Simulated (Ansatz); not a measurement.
The input, for Ansatz 0.2.0:

```yaml
crystal:
  periodic: [false, false, false]
  atoms:
    - {symbol: Ge, position_ang: [0.000000, 0.015295, 0.254755]}
    - {symbol: B, position_ang: [0.000000, -0.169422, -1.683611]}
    - {symbol: H, position_ang: [0.000000, 1.310352, 1.093730]}
    - {symbol: H, position_ang: [0.000000, -1.198297, 1.192594]}
    - {symbol: H, position_ang: [0.000000, 0.602851, -2.587791]}
basis:
  gaussian: {orbitals: "6-31G*"}
total_charge: 1
magnetization: {spin_polarized: false, initial_magnetization: 3}
hamiltonian: {pseudopotentials: {relativity: none}}
correlation: {method: ccsd, electrons: outside_noble_gas}
output: {forces: true}
```

```sh
$ ansatz run in.yaml --threads 1 --pin off --events-out ev --progress --plain --max-ram 2393MiB
```

The program prints:

```
545 factors; integrals over basis functions are off by at most 5.7e-4 eV
mean field evaluation 1: about -57169.4307 eV, gradient 1.0e1 eV
mean field evaluation 2: about -57169.4583 eV, gradient 1.0e1 eV
mean field evaluation 4: about -57170.8250 eV, gradient 1.7e0 eV
mean field evaluation 8: about -57170.9143 eV, gradient 4.3e-1 eV
mean field evaluation 16: about -57170.9212 eV, gradient 2.2e-6 eV
mean field evaluation 32: about -57168.5014 eV, gradient 1.3e1 eV
mean field evaluation 64: about -57170.3774 eV, gradient 1.9e0 eV
mean field evaluation 96: about -57170.0000 eV, gradient 2.6e0 eV
mean field evaluation 128: about -57170.1470 eV, gradient 9.2e-1 eV
mean field evaluation 160: about -57169.8168 eV, gradient 4.2e-1 eV
mean field evaluation 192: about -57167.7657 eV, gradient 2.1e0 eV
mean field evaluation 224: about -57169.8188 eV, gradient 1.6e-1 eV
mean field evaluation 256: about -57167.4526 eV, gradient 2.7e-1 eV
mean field -57170.92124422 eV, -2100.9926038828 hartree, gradient 2.2e-6 eV, S^2 3.750000; 7 other end points of the search recorded, 0 dependent functions left out
mean field evaluation 288: about -57170.9824 eV, gradient 1.5e-4 eV
mean field evaluation 320: about -57170.2559 eV, gradient 3.0e0 eV
determinant -57170.92124422 eV, -2100.9926038828 hartree, with singles and doubles -57174.89376214 eV, -2101.1385912238 hartree
determinant -57169.81779067 eV, -2100.9520527127 hartree, with singles and doubles -57174.07687529 eV, -2101.1085711858 hartree
determinant -57168.09998252 eV, -2100.8889244276 hartree, with singles and doubles -57172.24432900 eV, -2101.0412263517 hartree
determinant -57167.45154385 eV, -2100.8650947463 hartree, with singles and doubles -57171.70931451 eV, -2101.0215649319 hartree
15 core orbitals not correlated: weight in the atoms' cores, before any rotation towards them, 0.999 or more for the frozen orbitals, at most 0.001 for the correlated occupied ones
reference -57170.92124422 eV, -2100.9926038828 hartree; 6, 3 occupied and 35, 38 virtual orbitals, 545 factors
second order -2.98372521 eV of doubles, -0.03237110 eV of singles
cycle   1  -3.97507035 eV  change   -1.2e-1 eV  update   1.8e-2
cycle   2  -3.98916929 eV  change   -1.4e-2 eV  update   7.3e-3
cycle   3  -3.99627486 eV  change   -7.1e-3 eV  update   4.1e-3
cycle   4  -4.00079722 eV  change   -4.5e-3 eV  update   3.0e-3
cycle   5  -4.00294901 eV  change   -2.2e-3 eV  update   2.1e-3
cycle   6  -4.00336634 eV  change   -4.2e-4 eV  update   1.4e-3
cycle   7  -4.00291435 eV  change    4.5e-4 eV  update   8.4e-4
cycle   8  -4.00278036 eV  change    1.3e-4 eV  update   4.4e-4
cycle   9  -4.00272908 eV  change    5.1e-5 eV  update   2.3e-4
cycle  10  -4.00272833 eV  change    7.5e-7 eV  update   1.0e-4
cycle  11  -4.00274471 eV  change   -1.6e-5 eV  update   4.5e-5
cycle  12  -4.00275249 eV  change   -7.8e-6 eV  update   2.1e-5
cycle  13  -4.00275680 eV  change   -4.3e-6 eV  update   7.8e-6
cycle  14  -4.00275853 eV  change   -1.7e-6 eV  update   2.8e-6
cycle  15  -4.00275880 eV  change   -2.8e-7 eV  update   1.2e-6
the calculation of the forces begins
Total energy: -57174.92400302 eV, -2101.1397025557 hartree
Atom 0 at     0.000000     0.015295     0.254755 Å, force     0.000000     1.785021     2.178716 eV/Å
Atom 1 at     0.000000    -0.169422    -1.683611 Å, force    -0.000000    -2.477974    -1.264793 eV/Å
Atom 2 at     0.000000     1.310352     1.093730 Å, force     0.000000     0.471342    -0.323066 eV/Å
Atom 3 at     0.000000    -1.198297     1.192594 Å, force    -0.000000    -1.148059    -0.422255 eV/Å
Atom 4 at     0.000000     0.602851    -2.587791 Å, force     0.000000     1.369670    -0.168602 eV/Å
Dipole moment:    -0.000000     0.069913    -0.207345 e Å
```

Forces (eV/Å):
```
Ge   0.000  1.785  2.179
B    0.000 -2.478 -1.265
H    0.000  0.471 -0.323
H    0.000 -1.148 -0.422
H    0.000  1.370 -0.169
```

Ran on 1 thread of Arm Neoverse V2, shared host: 7 s wall, 0.19 GiB peak host memory.
